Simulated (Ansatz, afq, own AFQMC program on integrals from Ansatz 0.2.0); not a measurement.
# Atomization energy of SiGeC, singlet

```json
{"atom": "C", "x (Å)": "0.0000", "y (Å)": "0.0000", "z (Å)": "0.0276"}
{"atom": "Ge", "x (Å)": "0.0000", "y (Å)": "0.0000", "z (Å)": "-1.7401"}
{"atom": "Si", "x (Å)": "0.0000", "y (Å)": "0.0000", "z (Å)": "1.7125"}
```

Connectivity, by distances: Ge–C–Si.

Atoms in their ground-state spins without spin–orbit coupling (mostly on UHF) minus the molecule (RHF), without zero-point energy. The geometry is a stationary point, not shown to be a minimum.

Basis cc-pVDZ. Noble-gas cores (and the filled d shells of Ga–Kr and In–Xe) are frozen. AFQMC by an in-house program on the Cholesky factors that Ansatz 0.2.0 writes for its CCSD(T) run. The CISD trial takes its coefficients from CCSD amplitudes. Released means that phaseless walkers are propagated on without the constraint, phases kept. ± is one standard error of the sampling. No spin–orbit coupling. The errors of all members are added in quadrature.

No full CI on the walks' own integrals is used here; CCSDTQ serves as the reference and is uncertain by about the last step of the cluster series. Each member takes its own surest rung, up to full CI.

The best estimate is CCSD(T) at the basis-set limit (CBS: def2-TZVPP and def2-QZVPP, with their diffuse functions for anions and beside diffuse sets, CCSD(T) itself extrapolated) plus the step from CCSD(T) to CCSDTQ in cc-pVDZ. Rows without CBS are in cc-pVDZ, the functionals in def2-TZVP; B2PLYP and the wave-function rows carry a basis error of their own. Core correlation and relativity beyond core potentials are missing, and ± holds the sampling alone.

Cautions: inner d shell frozen; no relativity below Rb; no spin-orbit coupling; SiGeC (singlet): (T) is large, 7 % of the CCSD correlation, the released energies are still falling, so no released level is given (meV from the phaseless value at times in 1/Eh: -14 ± 5 at 0.24, -23 ± 4 at 0.51, -32 ± 4 at 0.99, -38 ± 4 at 1.62, -42 ± 4 at 2.40), though the last usable value meets CCSDTQ within the noise, its ph-AFQMC/CISD value lies 40 ± 6 meV above CCSDTQ.

Best estimate: 991.8 kJ/mol.

```tsv
level	atomization energy (kJ/mol)	error against the best estimate (kJ/mol)
HF	546.7	-445.1
MP2	917.8	-74.0
CCSD	818.2	-173.6
CCSD(T)	864.5	-127.3
CCSDT	864.0	-127.8
CCSDT(Q)	870.0	-121.9
ph-AFQMC/CISD	866.6 ± 0.6	-125.2 ± 0.6
HF/CBS	581.9	-409.9
MP2/CBS	1038.9	47.1
CCSD(T)/CBS	986.8	-5.0
PBE	1045.3	53.5
r2SCAN	999.4	7.6
PBE0	988.4	-3.4
B3LYP	982.9	-8.9
wB97M-V	991.2	-0.6
B2PLYP	990.0	-1.8
surest rungs in cc-pVDZ	869.5	-122.3
```

Correlation beyond CCSD(T) adds 5.0 kJ/mol. Going to the basis-set limit adds 122.3 kJ/mol at CCSD(T). The perturbative (T) step is worth +46.3 kJ/mol.

Best estimates are given only where the step beyond CCSD(T) is under 0.3 eV and no member's determinant is very poor (T1 over 0.05, or 0.07 for open shells, ⟨S²⟩ too high by 0.3, two states mixed), so the hardest cases are missing from such tables.

The functionals ran in a triple-zeta set and keep a basis error of their own, a few kJ/mol for each bond in atomization energies and more for double hybrids, so close places among them and the extrapolated levels can swap.

CCSDT and higher add their correlation energy to the determinant of the CCSD(T) run, since their own runs factorise the integrals more tightly (a shift of under 2 meV). Each member of a difference takes its own highest rung, so a best estimate needn't equal the limit plus the step of one row. A walk keeps the symmetry of its determinant, which the program's search chose and which needn't be the lowest solution, so a lower state of the same spin and another symmetry isn't excluded.
